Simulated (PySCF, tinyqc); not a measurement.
CID on RHF in the sto-3g basis, frozen core, for CH+, spin multiplicity 1, step by step. The lowest restricted solution is unstable here: a spin-polarised one lies 0.0083 hartree lower (PySCF). One step of it, computed by the program tinyqc.

Problem. Orthogonalisation. S = U s U^T; symmetric (Loewdin) form X = U s^(-1/2) U^T, so that X^T S X = 1.

overlap S:
```
,1C 1s,1C 2s,1C 2px,1C 2py,1C 2pz,2H 1s
1C 1s,1.000000,0.248362,0.000000,0.000000,0.000000,0.029382
1C 2s,0.248362,1.000000,0.000000,0.000000,0.000000,0.321305
1C 2px,0.000000,0.000000,1.000000,0.000000,0.000000,0.000000
1C 2py,0.000000,0.000000,0.000000,1.000000,0.000000,0.000000
1C 2pz,0.000000,0.000000,0.000000,0.000000,1.000000,0.343364
2H 1s,0.029382,0.321305,0.000000,0.000000,0.343364,1.000000
```

Give: eigenvalues of S; X.

Solution.

eigenvalues of S: 0.506  0.820  1.000  1.000  1.159  1.515

X:
```
,1C 1s,1C 2s,1C 2px,1C 2py,1C 2pz,2H 1s
1C 1s,1.025,-0.135,0.000,0.000,-0.006,0.020
1C 2s,-0.135,1.073,0.000,0.000,0.051,-0.192
1C 2px,0.000,0.000,1.000,0.000,0.000,0.000
1C 2py,0.000,0.000,0.000,1.000,0.000,0.000
1C 2pz,-0.006,0.051,0.000,0.000,1.053,-0.201
2H 1s,0.020,-0.192,0.000,0.000,-0.201,1.100
```
